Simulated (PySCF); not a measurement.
Bonds broken one at a time in the series HO-X. Isolated molecules, 0 K electronic values unless said otherwise. One relaxed conformer stands for each flexible species; it need not be the lowest. Strings in code marks are SMILES. All members: neutral, multiplicity 1. Level: B3LYP-D3(BJ)/def2-TZVP (PySCF), beside PBE-D3(BJ)/def2-TZVP // B3LYP-D3(BJ)/def2-TZVP (PySCF) at the same geometries. B3LYP has the VWN-RPA correlation part, as in Gaussian.  Orbital energies are measured against the vacuum level.

| species | HOMO, PBE (eV) | HOMO, B3LYP-D3(BJ) (eV) |
|---|---|---|
| `N#CO` | -7.55 | -8.78 |
| `O[SiH3]` | -7.20 | -8.51 |
| `O` | -6.97 | -8.61 |
| `O=CO` (O–C–O–H torsion 0°) | -6.87 | -8.33 |
| `C[Si](C)(C)O` (C–Si–O–H torsion 60°) | -6.53 | -7.76 |
| `CO` | -6.15 | -7.64 |
| `CCO` (C–C–O–H torsion 59°) | -6.14 | withheld |
| `OS` (H–O–S–H torsion 91°) | -5.75 | -6.86 |

Fit y = a + b·x, y being the HOMO at the first level, to the 7 complete rows by least squares, with x = the PBE value in eV. Give a, b and the rms residual, and predict the withheld value.

Means of the 7 rows: x̄ = -6.7171, ȳ = -8.07 eV. Σ(x − x̄)² = 2.3061 and Σ(x − x̄)(y − ȳ) = 2.4522, so b = 1.063 and a = ȳ − b·x̄ = -0.930 eV. The rms residual is 0.167 eV. At x = -6.14 the line gives -7.46 eV. The run for `CCO` (C–C–O–H torsion 59°) gave -7.59 eV, so the line is off by 0.13 eV, within twice the rms residual.

Codes: PySCF.
